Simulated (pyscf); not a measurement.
PySCF, gas phase, ωB97X-D3(BJ)/def2-SVP geometries.

Question: Estimate by transition-state theory (the high-pressure limit) the rate constant of H₃Si–Si(SiH₃)(SiH₃)–Cl + F–C:–F [singlet] → F–C(F)(SiH₃)–Si(SiH₃)(SiH₃)–Cl (singlet surface; Si–Si broken, C–Si, C–Si formed) at 1200 K, with ωB97M-D3(BJ)/def2-TZVP energies (ideal gas, 1 atm, RRHO with modes under 100 cm⁻¹ raised to 100, one conformer, R ln 2 for chiral ones without a mode under 150 cm⁻¹; no tunnelling).

Answer: The electronic barrier is 12.7 kcal/mol and the thermal terms add +52.5, so ΔG‡ = 65.3 kcal/mol. With k_BT/h = 2.50e+13 s⁻¹ and RT = 2.385 kcal/mol, and a volume of 1.64e-19 cm³ per molecule at 1 atm, k = 5.3e-18 cm³ molecule⁻¹ s⁻¹. The product is born with the 61 kcal/mol of the reverse barrier and needs collisions to keep. Wigner's tunnelling factor for 122i cm⁻¹ would be 1.00. A shift of 1 kcal/mol in the barrier changes k by a factor 1.5. On the product side the descent ends in a point that may be a rotor saddle (no frequency run), 1.2 kcal/mol over the lowest minimum found and 58.9 kcal/mol under the saddle at ωB97X-D3(BJ)/def2-TZVP. One saddle was located; it need not be the lowest between these sides.
